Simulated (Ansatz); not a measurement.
Rutile PbO2, treated with PBEsol-D3(BJ) in Ansatz (PAW).

Settings: plane-wave cutoff 520 eV, 12×12×16 k mesh (along the axes of the cell as run), Fermi–Dirac smearing 0.05 eV, scalar-relativistic PAW data made under PBE.

Cell (relaxed at this level):

```
CELL_PARAMETERS angstrom
      4.95952     0.00000     0.00000
      0.00000     4.95952     0.00000
      0.00000     0.00000     3.40598
ATOMIC_POSITIONS crystal
  Pb 0.00000 0.00000 0.00000
  Pb 0.50000 0.50000 0.50000
  O  0.30735 0.30735 0.00000
  O  0.80735 0.19265 0.50000
  O  0.19265 0.80735 0.50000
  O  0.69265 0.69265 0.00000
```

Problem. Predict the bulk modulus and pressure derivative B′ of the bulk modulus.

Solution. 
* **bulk modulus**: 133 GPa
* **pressure derivative B′ of the bulk modulus**: 5.6

Note: the bulk modulus comes from volumes at which shape and atoms were relaxed.

Spin–orbit coupling is not included; it can shift volumes and moduli of such heavy elements.

It cost very roughly 30 core-minutes of CPU time.

Ansatz is an electronic-structure program.
